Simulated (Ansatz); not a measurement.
# C2H3NO: the cost of one run

Method: unrestricted cation, the program's frozen cores in correlated methods; program: Ansatz 0.2.0, Gaussian basis.

Levels to be run: UKS PBE-D4/def2-TZVPP; UKS r2SCAN-D4/def2-TZVPP; UKS PBE0-D4/def2-TZVPP; UKS B3LYP-D4/def2-TZVPP; UKS wB97X-V/def2-TZVPP; UKS wB97M-V/def2-TZVPP; UKS B2PLYP/def2-TZVPP; UHF-CCSD(T)/def2-TZVPP; UHF-MP2/def2-QZVPP; extrapolation to the limit; then −ε(HOMO) from the neutral's earlier runs with LDA (SPW92), PBE-D4, revPBE-D4, BLYP-D4, r2SCAN-D4, B97M-V, PBE0-D4, B3LYP-D4, r2SCANh-D4, r2SCAN0-D4, HSE06-D4, BHLYP-D4, CAM-B3LYP-D4, LC-ωPBE, ωB97X-V, ωB97M-V.

## (1) The geometry

An earlier PBE0-D4 in a triple-zeta def2 set relaxation fixed the geometry.

SMILES `C1=NCO1`, 7 atoms, charge 0, spin multiplicity 1.

Atoms are counted from 1 here; the program's logs count them from 0.

Bond lengths: C1–N2 1.278 Å, C1–O4 1.355 Å, C1–H5 1.086 Å, N2–C3 1.459 Å, C3–O4 1.467 Å, C3–H6 1.090 Å, C3–H7 1.090 Å. Angles: N2–C1–O4 104.4°, N2–C1–H5 133.0°, O4–C1–H5 122.7°, C1–N2–C3 84.0°, N2–C3–O4 90.6°, N2–C3–H6 115.0°, N2–C3–H7 115.0°, O4–C3–H6 110.9°, O4–C3–H7 110.9°, H6–C3–H7 112.5°, C1–O4–C3 81.1°.

As a file:

| atom | x (Å) | y (Å) | z (Å) |
| --- | --- | --- | --- |
| C1 | -0.92790 | 0.30989 | -0.31386 |
| N2 | -0.41134 | 0.49866 | 0.83928 |
| C3 | 0.72180 | -0.23277 | 0.28219 |
| O4 | 0.01688 | -0.38069 | -0.99606 |
| H5 | -1.88102 | 0.58839 | -0.75266 |
| H6 | 0.91039 | -1.20554 | 0.73708 |
| H7 | 1.63238 | 0.35397 | 0.15834 |

## (2) Cation, UKS PBE-D4/def2-TZVPP

File in.yaml:

```yaml
crystal:
  periodic: [false, false, false]
  atoms:
    - {symbol: C, position_ang: [-0.927905, 0.309892, -0.313862]}
    - {symbol: N, position_ang: [-0.411338, 0.498660, 0.839276]}
    - {symbol: C, position_ang: [0.721798, -0.232772, 0.282189]}
    - {symbol: O, position_ang: [0.016884, -0.380694, -0.996063]}
    - {symbol: H, position_ang: [-1.881019, 0.588386, -0.752656]}
    - {symbol: H, position_ang: [0.910394, -1.205542, 0.737079]}
    - {symbol: H, position_ang: [1.632385, 0.353971, 0.158336]}
basis:
  gaussian: {orbitals: def2-TZVPP}
total_charge: 1
magnetization: {spin_polarized: true, initial_magnetization: 1}
hamiltonian: {xc: pbe, dispersion: d4}
```

On the command line:

```sh
$ ansatz run in.yaml --threads 2 --pin off --events-out ev --progress --plain --max-ram 4352MiB
```

**Question.** How long does this run take on 2 threads of Arm Neoverse V1, shared host, and how much memory does it need?

About 15 s, with a peak of 0.33 GiB.
